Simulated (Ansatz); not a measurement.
# AlN2 (doublet): wave-function methods side by side, def2-TZVPP

One table from this session's results is given with a row withheld; the runs are named, their logs left out.

Method: def2-TZVPP, core rule «outside noble gas», up to 7 orbitals frozen; program: Ansatz 0.2.0, Gaussian basis.

Plan: UHF; ROHF; CCSD(T) on UHF.

2 further runs of the same task are left out: 2 set aside as unsound or not needed.

## The geometry

The geometry is a PBE0/def2-TZVP stationary point (not a proven minimum).

3 atoms, charge 0, spin multiplicity 2.

Atoms are counted from 1 here; the program's logs count them from 0.

Bond lengths: N1–Al2 1.868 Å, Al2–N3 1.740 Å. Angles: N1–Al2–N3 180.0°.

As a file:

```xyz
3
charge 0, multiplicity 2
N     0.00000    0.00000    1.82550
Al    0.00000    0.00000   -0.04300
N     0.00000    0.00000   -1.78250
```

The first run:

Contents of in.yaml:

```yaml
crystal:
  periodic: [false, false, false]
  atoms:
    - {symbol: N, position_ang: [0.000000, 0.000000, 1.825500]}
    - {symbol: Al, position_ang: [0.000000, 0.000000, -0.043000]}
    - {symbol: N, position_ang: [0.000000, 0.000000, -1.782500]}
basis:
  gaussian: {orbitals: def2-TZVPP}
magnetization: {spin_polarized: true, initial_magnetization: 1}
hamiltonian: {xc: hf}
output: {orbitals: {seedname: orbitals}}
```

Started as:

```console
> ansatz run in.yaml --threads 1 --pin off --events-out ev --progress --plain --max-ram 4096MiB --backend cpu
```

Steps of the session up to this table: UHF; ROHF; CCSD(T) on UHF.

One table of the session follows, with a row left open; its other results are not shown here.

| method | from UCCSD(T) (meV) |
| --- | --- |
| ROHF | +13728.0 |
| UHF | +10946.7 |
| UMP2 | ? |
| UCCSD | +521.2 |
| UCCSD(T) | 0 |

Q: Estimate the row for UMP2 from the others.

**Answer.** from UCCSD(T) (meV): +1693.7. In the column «from UCCSD(T) (meV)» it lies between UCCSD (+521.2) and UHF (+10946.7).

With the free atoms at the same levels and basis (separate runs), the atomisation energy is 3.693 eV at UCCSD(T), -2.161 eV at ROHF.

Caveats from the session: The determinant is far from a pure spin state, so its energy mixes those of several spin states (harmless only where they are near-degenerate, as at dissociation). Warnings: spin contamination; coupled cluster took another determinant than the lowest.
